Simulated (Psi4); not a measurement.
**SiH2SO (SMILES O[Si]S) at MP2/pcseg-0 (density fitting, density fitting for correlation, sweep point 1)**

Aim: the vertical singlet–triplet gap of SiH2SO at MP2/pcseg-0 (density fitting, density fitting for correlation, sweep point 1), from 2 runs. Input form: a Python script.

The calculation is run with Psi4 1.11.

### 1 Starting point

The species is SiH2SO (5 atoms), meant as a singlet with charge 0. SMILES: `O[Si]S`. Geometry: relaxed at PBE0-D4/def2-TZVP. This is one conformer, not always the lowest.

Bond lengths: O1–Si2 1.646 Å, Si2–S3 2.176 Å, O1–H4 0.960 Å, S3–H5 1.346 Å. Angles: O1–Si2–S3 104.3°, Si2–O1–H4 123.1°, Si2–S3–H5 99.8°.

### 2 The energy at MP2/pcseg-0 (density fitting, density fitting for correlation, sweep point 1)

The input, job.py:

```python
import psi4

psi4.set_memory(1600000000)
psi4.set_num_threads(1)
psi4.set_output_file('h2ossi.out', False)

molecule = psi4.geometry("""
0 1
O     -2.25765580    -1.24514054    -0.61567277
Si    -1.80808996     1.79769646    -0.15023323
S      2.20663320     2.11384764     0.68086832
H     -0.92483197    -2.47195074    -0.50493482
H      2.87805289    -0.33353666     0.51154886
units au
symmetry c1
""")

psi4.set_options(dict(basis='pcseg-0', puream=True, scf_type='df', num_frozen_docc=11))

e, wfn = psi4.energy("mp2", molecule=molecule, return_wfn=True)
print('E =', round(e, 9))
```

Run with:

```bash
$ python job.py
```

h2ossi.out:

```text
[...]
  Running in c1 symmetry.
[...]
  Nuclear repulsion =  133.931581840666354
[...]
  Multiplicity = 1
[...]
  Nalpha       = 20
  Nbeta        = 20
[...]
    Number of basis functions: 39
[...]
   @DF-RHF iter   1:  -761.31349132593994   -5.81952e-01   1.06081e-02 DIIS/ADIIS
[...]
   @DF-RHF iter  11:  -761.39537952000035   -2.61480e-12   5.40479e-09 DIIS
[...]
    Orbital Energies [Eh]
    ---------------------
    Doubly Occupied:
       1A    -91.899611     2A    -68.808601     3A    -20.588219
       4A     -8.848594     5A     -6.663836     6A     -6.661340
       7A     -6.658944     8A     -6.122266     9A     -4.323007
      10A     -4.321240    11A     -4.321239    12A     -1.375899
      13A     -0.990997    14A     -0.770531    15A     -0.620565
      16A     -0.572568    17A     -0.557193    18A     -0.464491
      19A     -0.405717    20A     -0.356259
[...]
  @DF-RHF Final Energy:  -761.39537952000035
   => Energetics <=
    Nuclear Repulsion Energy =            133.9315818406663539
    One-Electron Energy =               -1319.9916918938577055
    Two-Electron Energy =                 424.6647305331907774
    Total Energy =                       -761.3953795200004606
[...]
 Multipole Moments:
 ------------------------------------------------------------------------------------
     Multipole            Electronic (a.u.)      Nuclear  (a.u.)        Total (a.u.)
 ------------------------------------------------------------------------------------
 L = 1.  Multiply by 2.5417464519 to convert [e a0] to [Debye]
 Dipole X            :         -1.0514120            1.1587060            0.1072940
 Dipole Y            :          1.6551921           -2.5896571           -0.9344650
 Dipole Z            :         -0.0027473           -0.0915995           -0.0943468
 Magnitude           :                                                    0.9453244
[...]
```

On the terminal:

```text
E = -761.613880276
```

Wall time 1.2 s (1 thread of AMD EPYC 9R45 (Zen 5), shared host); peak memory 0.19 GiB.

### 3 The triplet

The input, job.py:

```python
import psi4

psi4.set_memory('1600 MB')
psi4.set_num_threads(1)
psi4.set_output_file('h2ossi.out', False)

m = psi4.geometry("""
0 3
O     -2.25765580    -1.24514054    -0.61567277
Si    -1.80808996     1.79769646    -0.15023323
S      2.20663320     2.11384764     0.68086832
H     -0.92483197    -2.47195074    -0.50493482
H      2.87805289    -0.33353666     0.51154886
units bohr
symmetry c1
""")

psi4.set_options({
    'basis': 'pcseg-0',
    'reference': 'uhf',
    'puream': True,
    'scf_type': 'df',
    'num_frozen_docc': 11,
    'maxiter': 150,
})

E, wfn = psi4.energy('mp2', molecule=m, return_wfn=True)
print(f'total energy {E:.8f} hartree = {E * 27.211386:.5f} eV')
```

Run with:

```bash
$ python job.py
```

h2ossi.out:

```text
[...]
  Running in c1 symmetry.
[...]
  Nuclear repulsion =  133.931581840666354
[...]
  Multiplicity = 3
[...]
  Nalpha       = 21
  Nbeta        = 19
[...]
    Number of basis functions: 39
[...]
   @DF-UHF iter   1:  -761.22308409124878   -4.91544e-01   1.09710e-02 ADIIS/DIIS
[...]
   @DF-UHF iter  14:  -761.31143294030630   -1.25056e-12   5.81573e-09 DIIS
[...]
   @S^2 Observed:                2.003070760E+00
[...]
    Orbital Energies [Eh]
    ---------------------
    Alpha Occupied:
       1A    -91.902694     2A    -68.816818     3A    -20.553607
       4A     -8.850646     5A     -6.667577     6A     -6.663540
       7A     -6.661670     8A     -6.134477     9A     -4.344198
      10A     -4.340200    11A     -4.333646    12A     -1.349809
      13A     -0.995719    14A     -0.767458    15A     -0.629959
      16A     -0.565831    17A     -0.559454    18A     -0.491335
      19A     -0.426506    20A     -0.416316    21A     -0.268353
    Alpha Virtual:
      22A      0.111961    23A      0.149511    24A      0.175147
      25A      0.287738    26A      0.325337    27A      0.708387
[...]
  @DF-UHF Final Energy:  -761.31143294030630
   => Energetics <=
    Nuclear Repulsion Energy =            133.9315818406663539
    One-Electron Energy =               -1320.1009777498968560
    Two-Electron Energy =                 424.8579629689241983
    Total Energy =                       -761.3114329403061902
  UHF NO Occupations:
  HONO-2 :   19  A 1.9993852
  HONO-1 :   20  A 1.0000000
[...]
 Multipole Moments:
 ------------------------------------------------------------------------------------
     Multipole            Electronic (a.u.)      Nuclear  (a.u.)        Total (a.u.)
 ------------------------------------------------------------------------------------
 L = 1.  Multiply by 2.5417464519 to convert [e a0] to [Debye]
 Dipole X            :         -1.3854753            1.1587060           -0.2267692
 Dipole Y            :          2.3060068           -2.5896571           -0.2836504
 Dipole Z            :          0.0118750           -0.0915995           -0.0797245
 Magnitude           :                                                    0.3718035
[...]
```

The script printed:

```text
total energy -761.51011310 hartree = -20721.74563 eV
```

Wall time 1.1 s (1 thread of AMD EPYC 9R45 (Zen 5), shared host); peak memory 0.19 GiB.

### 4 Outcome

Level: MP2/pcseg-0 (density fitting, density fitting for correlation, sweep point 1), 11 core orbitals frozen.

```
                                                           quantity          value
                                              singlet: total energy  -761.61388 Eh
                       singlet: HOMO energy (Hartree–Fock orbitals)       -9.69 eV
                       singlet: LUMO energy (Hartree–Fock orbitals)        1.18 eV
                     singlet: HOMO–LUMO gap (Hartree–Fock orbitals)       10.88 eV
              singlet: correlation energy (11 core orbitals frozen)     -218.5 mEh
                                              triplet: total energy  -761.51011 Eh
triplet: HOMO energy (Hartree–Fock orbitals) (highest over α and β)       -7.30 eV
 triplet: LUMO energy (Hartree–Fock orbitals) (lowest over α and β)       -0.97 eV
              triplet: correlation energy (11 core orbitals frozen)     -198.7 mEh
                         triplet: ⟨S²⟩ of the reference determinant          2.003
                   vertical energy of the triplet above the singlet       2.824 eV
```

What this shows: At this shape the triplet lies 2.82 eV (65 kcal/mol) above the singlet.
